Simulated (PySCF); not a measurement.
Species: C4H12P (charge +1).
InChI=1S/C4H12P/c1-5(2,3)4/h1-4H3/q+1

The closed-shell ground state was solved at several levels (PySCF, density fitting, gas phase, non-relativistic). Isolated species at its PBE0-D3(BJ)/def2-SVP geometry, gas phase.

| level | basis functions | HOMO (eV) | LUMO (eV) | gap (eV) |
| --- | --- | --- | --- | --- |
| PBE0/6-31G | 73 | -15.03 | -2.53 | 12.50 |
| PBE0/STO-3G | 41 | -14.54 | 0.94 | 15.48 |
| wB97X-D/pcSseg-1 | 152 | -16.94 | -1.70 | 15.24 |
| PBE0/def2-SVP | 134 | -15.02 | -3.16 | 11.86 |
| LC-wPBE/pcSseg-1 | 152 | -17.83 | -1.35 | 16.48 |
| PBE0/6-31G* | 98 | -14.96 | -2.72 | 12.24 |

(1) What might BHandHLYP/pcSseg-1 (152 basis functions) give for the same quantities?

(2) Over all these levels, which gives the widest orbital gap and which the narrowest?

(3) How much does the basis alone move the frontier levels among the 4 PBE0 rows?

Results:

(1) HOMO -16.34 eV, LUMO -2.88 eV, gap 13.46 eV.

(2) LC-wPBE/pcSseg-1 (range-separated hybrid) has the widest, 16.48 eV, and PBE0/def2-SVP (global hybrid, 25 % exact exchange) the narrowest, 11.86 eV. Functional and basis both differ between the two, so the spread mixes both effects.

(3) The HOMO by 0.49 eV and the LUMO by 4.10 eV. By rising basis size (HOMO, LUMO in eV): STO-3G -14.54, 0.94; 6-31G -15.03, -2.53; 6-31G* -14.96, -2.72; def2-SVP -15.02, -3.16.
